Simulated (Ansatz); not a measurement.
# H₃LiSSi (SMILES [Li][S][SiH3]): one structure at several levels

Aim: energy, forces and dipole at a frame of a short trajectory, from CCSD(T) and from density functionals.

The runs use Ansatz 0.2.0, Gaussian basis; single points in def2-TZVPP.

Correlated methods freeze the cores. The outer core shell of Li, Na, Mg and K is correlated.

## 1. Where the work starts

SMILES `[Li][S][SiH3]`, 6 atoms, charge 0, spin multiplicity 1.

Atoms are counted from 1 here; the program's logs count them from 0.

Bond lengths: Li1–S2 2.051 Å, S2–Si3 2.088 Å, Si3–H4 1.540 Å, Si3–H5 1.474 Å, Si3–H6 1.462 Å. Angles: Li1–S2–Si3 126.8°, S2–Si3–H4 118.1°, S2–Si3–H5 117.0°, S2–Si3–H6 110.4°, H4–Si3–H5 100.8°, H4–Si3–H6 98.7°, H5–Si3–H6 110.1°.

Geometry (Å):

```xyz
6
charge 0, multiplicity 1
Li   -1.32382   -2.45675    1.04297
S    -1.25657   -0.70496   -0.02200
Si    0.38177    0.57470   -0.22143
H     1.69458   -0.00886   -0.77621
H     0.21068    1.74796   -1.09635
H     0.86483    0.99342    1.09295
```

## 2. PBE-D4/def2-TZVPP

run/in.yaml reads:

```yaml
crystal:
  periodic: [false, false, false]
  atoms:
    - {symbol: Li, position_ang: [-1.323824, -2.456746, 1.042972]}
    - {symbol: S, position_ang: [-1.256567, -0.704957, -0.021996]}
    - {symbol: Si, position_ang: [0.381775, 0.574699, -0.221432]}
    - {symbol: H, position_ang: [1.694582, -0.008862, -0.776207]}
    - {symbol: H, position_ang: [0.210682, 1.747964, -1.096346]}
    - {symbol: H, position_ang: [0.864827, 0.993424, 1.092955]}
basis:
  gaussian: {orbitals: def2-TZVPP}
hamiltonian: {xc: pbe, dispersion: d4}
output: {forces: true}
```

Launch:

```console
ansatz run in.yaml --threads 2 --pin off --events-out ev --progress --plain --max-ram 3481MiB
```

## 3. r2SCAN-D4/def2-TZVPP

run/in.yaml, as its differences from that of step 2:

```diff
@@ -11,3 +11,3 @@
   gaussian: {orbitals: def2-TZVPP}
-hamiltonian: {xc: pbe, dispersion: d4}
+hamiltonian: {xc: r2scan, dispersion: d4}
 output: {forces: true}
```

## 4. PBE0-D4/def2-TZVPP

run/in.yaml, as its differences from that of step 3:

```diff
@@ -11,3 +11,3 @@
   gaussian: {orbitals: def2-TZVPP}
-hamiltonian: {xc: r2scan, dispersion: d4}
-output: {forces: true}
+hamiltonian: {xc: pbe0, dispersion: d4}
+output: {forces: true, orbitals: {seedname: orbitals}}
```

## 5. wB97M-V/def2-TZVPP

run/in.yaml, as its differences from that of step 4:

```diff
@@ -11,3 +11,3 @@
   gaussian: {orbitals: def2-TZVPP}
-hamiltonian: {xc: pbe0, dispersion: d4}
-output: {forces: true, orbitals: {seedname: orbitals}}
+hamiltonian: {xc: {name: wB97M-V}}
+output: {forces: true}
```

## 6. CCSD(T)/def2-TZVPP

run/in.yaml, as its differences from that of step 5:

```diff
@@ -11,3 +11,3 @@
   gaussian: {orbitals: def2-TZVPP}
-hamiltonian: {xc: {name: wB97M-V}}
+correlation: {method: ccsd_t}
 output: {forces: true}
```

(Steps that only read results are left out.)

Before running it: what results should come out? Wanted: energy less free atoms, CCSD(T)/def2-TZVPP; RMS force component; RMS force error; HOMO and LUMO, PBE0-D4; T1 diagnostic.

**Answer**, as computed:

```
                                  quantity                                                             value
energy less free atoms, CCSD(T)/def2-TZVPP                                                   -379.1 kcal/mol
                       RMS force component                              0.484 to 0.529 eV/Å over the methods
                           RMS force error  PBE-D4 0.135, r2SCAN-D4 0.065, PBE0-D4 0.081, wB97M-V 0.042 eV/Å
                    HOMO and LUMO, PBE0-D4                                                -6.17 and -1.44 eV
                             T1 diagnostic                                                             0.010
```

Against CCSD(T) the functionals' energies less atoms differ by -15.5 to -5.2 kcal/mol, PBE-D4 by -6.2 kcal/mol. CCSD(T) in triple zeta still lacks some correlation energy of the bonds, so part of these gaps is its own basis error and they don't rank the functionals. For forces wB97M-V does best and PBE-D4 worst. Frozen-core CCSD(T) forces in triple zeta carry basis errors of their own, and this is one geometry, so small gaps rank nothing.
